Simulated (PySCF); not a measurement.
Unrelated species, one level of theory. Computed, not measured: TDDFT PBE0/def2-SVPD, vertical, gas phase, core orbitals frozen in the response in PySCF. Geometries: PBE0-D3(BJ)/def2-SVP; one conformer of each isolated species. Triplets are in the Tamm–Dancoff approximation. Atoms past krypton carry core potentials; spin–orbit coupling is left out.

**Question.** Rank by computed lowest singlet excitation energy, highest first.
A. `CC#[N+][GaH3-]` (C2H6GaN)
B. `COC(=O)c1ccsc1` (C6H6O2S)
C. `CCB(I)CC` (C4H10BI)
D. `FOF` (OF2)
E. `C[Si](C)(O)O` (C2H8O2Si)
F. `[GeH4]` (GeH4)

**Answer.** F (8.68 eV), E (7.33 eV), A (5.61 eV), B (5.18 eV), D (4.84 eV), C (4.62 eV).

```tsv
SMILES	S1 (eV)	f (S1)	HOMO (eV)	LUMO (eV)	α (au)	S1 mainly
[H][Ge]([H])([H])[H]	8.68	0.142	-9.63	0.22	35.2	H-2/H-1/H→L (97%)
C[Si](C)(O)O	7.33	0.056	-8.39	0.08	58.0	H→L (95%)
CC#[N+][GaH3-]	5.61	0.000	-7.26	-0.56	67.8	H-1/H→L/L+1 (99%)
COC(=O)c1ccsc1	5.18	0.000	-7.29	-1.31	95.7	H-2→L (89%)
FOF	4.84	0.000	-9.92	-2.24	13.7	H→L (99%)
CCB(I)CC	4.62	0.000	-7.18	-1.11	98.9	H→L (99%)
```

H and L stand for HOMO and LUMO. A slash joins orbitals within 0.01 eV of each other, whose weights are summed (≥ marks a lower bound).

- `[H][Ge]([H])([H])[H]`: Löwdin shares by element: HOMO (one of a set within 0.03 eV) hydrogen 52% or more, germanium 44%; LUMO germanium 61%, hydrogen 29% or more.
- `C[Si](C)(O)O`: Löwdin shares by element: HOMO carbon 40%, silicon 16%, oxygen 15% or more (atoms not listed hold the other 29%); LUMO silicon 28%, oxygen 27%, hydrogen 8% or more (atoms not listed hold the other 37%).
- `CC#[N+][GaH3-]`: Löwdin shares by element: HOMO (one of a set within 0.03 eV) hydrogen 55% or more, gallium 40%; LUMO (one of a set within 0.03 eV) carbon 47%, nitrogen 36%, hydrogen 8% or more.
- `COC(=O)c1ccsc1`: Löwdin shares by element: HOMO carbon 83% or more (atoms not listed hold the other 17%); LUMO carbon 52% or more, sulfur 18% (atoms not listed hold the other 30%).
- `FOF`: Löwdin shares by element: HOMO oxygen 56%, fluorine 44%; LUMO fluorine 54%, oxygen 46%.
- `CCB(I)CC`: Löwdin shares by element: HOMO iodine 79%, boron 8%; LUMO boron 44%, carbon 23% or more, iodine 20%.
